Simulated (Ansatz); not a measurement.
A nudged elastic band was laid between two geometries of AlBH5S (8 atoms, charge 1, multiplicity 1).

Method: RKS revPBE/def2-SVP in Ansatz 0.2.0.

```yaml
movable_images: 9
climbing_image: yes
spring: 5.0 eV/Å²
optimiser: quadratic models (default)
start_path: IDPP
force_threshold: 0.05 eV/Å
iteration_limit: 60
end_points: relaxed
```

Image 0:

```xyz
8
Properties=species:S:1:pos:R:3
B -0.989 1.031 -1.281
Al -0.031 0.752 0.610
S 0.450 -1.687 1.011
H -0.330 1.260 -2.274
H -2.197 0.955 -1.362
H 0.499 1.375 1.968
H 0.891 -2.103 -0.216
H 1.706 -1.582 1.545
```

Image 10:

```xyz
8
Properties=species:S:1:pos:R:3
B -0.992 1.031 -1.279
Al -0.028 0.754 0.609
S 0.452 -1.686 1.009
H -2.201 0.958 -1.360
H -0.334 1.260 -2.273
H 0.503 1.373 1.967
H 0.893 -2.108 -0.216
H 1.707 -1.582 1.544
```

(1) What changes between the two ends?

(2) What energy profile does the band end with?

(3) What is the geometry of the highest image?

(4) What are the harmonic wavenumbers there?

The band took 5 iterations and about 100 core-seconds.

## Answers

(1) No bond is made or broken. The dihedral H4–B1–Al2–S3 goes from -92 to 88°. The two ends are copies of one structure, up to a mirror image or an exchange of like atoms.

(2) The run converged. The highest image is number 5 of 0 to 10, 6.8 kJ/mol above the ends, which have the same energy within 2 meV. A vibrational analysis at the climbing image gives one clearly imaginary mode, 140i cm⁻¹: a first-order saddle point. Limits of this set-up: the dipole of an ion depends on the origin.

```tsv
image	path coordinate (Å)	energy (kJ/mol)	dihedral H4–B1–Al2–S3 (°)
0	0.00	0.0	-92
1	0.43	0.5	-110
2	0.87	2.1	-128
3	1.30	4.2	-146
4	1.73	6.1	-165
5	2.17	6.8	177
6	2.60	6.2	159
7	3.03	4.5	141
8	3.46	2.3	123
9	3.88	0.6	105
10	4.31	0.0	88
```

(3) 
```xyz
8
Properties=species:S:1:pos:R:3
B -0.618 1.047 -1.545
Al 0.346 0.767 0.374
S -0.178 -1.439 1.459
H -0.445 2.111 -2.099
H -1.299 0.183 -2.052
H 1.253 1.403 1.507
H -0.120 -2.315 0.410
H 1.061 -1.757 1.946
```

(4) 140i, 104, 123, 260, 349, 439, 472, 526, 605, 653, 808, 1073, 1132, 1949, 2549, 2581, 2607, 2673 cm⁻¹.

The run took 95 s on 1 thread of Arm Neoverse V1 (shared host), peak memory 0.13 GiB.
